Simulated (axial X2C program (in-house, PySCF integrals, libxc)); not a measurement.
# BO⁺: properties at the nuclei

Computed with an in-house all-electron X2C program for linear molecules (integrals from PySCF): two-component X2C with atomic mean-field Coulomb and Gaunt terms, Gaussian nuclei, basis O dyall-av3z, B dyall-v3z with contracted cores.

R = 1.303 Å (near the PBE0 minimum at charge 1 of the determinant lowest at the starting distance; the state shown can have its own minimum elsewhere).

Input and command:
```json
{"zs": [8, 5], "q": 1, "bas": ["dyall-av3z", "dyall-v3z"], "r0": 1.35, "levels": ["PBE0", "HF", "PBE", "BP86", "LDA"], "nst": 3}
```
```bash
python soeom.py task.json out
```

Keys: zs atomic numbers; q charge; bas basis sets; r0 starting distance in Å; levels methods; nst determinants followed.

Determinant lowest in the PBE0 search, Ω = 2 (⟨Sz⟩ = 1.00, ⟨Lz⟩ = 1.00 at PBE0), spin on the atoms O 0.47, B 0.53:

| level | Eeff magnitude (GV/cm) | Ws magnitude O (kHz) | Ws magnitude B (kHz) | A∥/gI O (MHz) | qzz O (a.u.) | A∥/gI B (MHz) | qzz B (a.u.) |
| --- | --- | --- | --- | --- | --- | --- | --- |
| PBE0 | 0.0189 | 0.00139 | 0.00241 | 170 | -1.07 | 227 | -0.48 |
| HF | 0.0204 | 0.00153 | 0.00255 | 180 | -0.91 | 228 | -0.55 |
| PBE | 0.0182 | 0.00131 | 0.00237 | 169 | -1.15 | 225 | -0.45 |
| BP86 | 0.0187 | 0.00133 | 0.00243 | 165 | -1.16 | 225 | -0.45 |
| LDA | 0.0176 | 0.00116 | 0.00238 | 165 | -1.18 | 224 | -0.44 |

Eeff is the effective electric field on the electron electric dipole moment in this Ω state and Ws the scalar–pseudoscalar constant of the nucleus named (defined with the proton number Z and per Ω); A∥ (defined per Ω) follows by multiplying with gI = μI/(I μN); qzz is the electric field gradient, eQq0 = 234.96 MHz × Q/barn × qzz. The operators were transformed with the bare-nucleus X2C matrices; with these basis sets, hyperfine constants and field gradients can be off by tens of per cent, and where levels differ in sign neither size nor sign is settled.

Q: With gI(17O) = -0.7575, Q(17O) = -0.02558 barn, gI(11B) = 1.7924, Q(11B) = 0.04059 barn (g factors from the IAEA table of nuclear moments by Stone; Q from Pyykkö, Mol. Phys. 2018), turn the PBE0 values of the first state into constants in MHz.

A: A∥(17O) = 170 × -0.7575 = -129 MHz; eQq0(17O) = 234.96 × (-0.02558) × (-1.07) = 6.43 MHz; A∥(11B) = 227 × 1.7924 = 407 MHz; eQq0(11B) = 234.96 × (0.04059) × (-0.48) = -4.58 MHz.

Each state is one determinant with collinear spin, which with several unpaired electrons need not be a pure state. Unrestricted Hartree–Fock can overshoot spin polarisation at the nuclei. With several open shells hyperfine constants can be off by a factor of several. Open-shell Ω = 0 determinants with evenly filled partner blocks cannot be reached by this program, so the Ω shown need not be the lowest component. States lie within half an eV, so the first need not be the ground state. Further determinants of the search, some of them spin-mixed, are not shown.
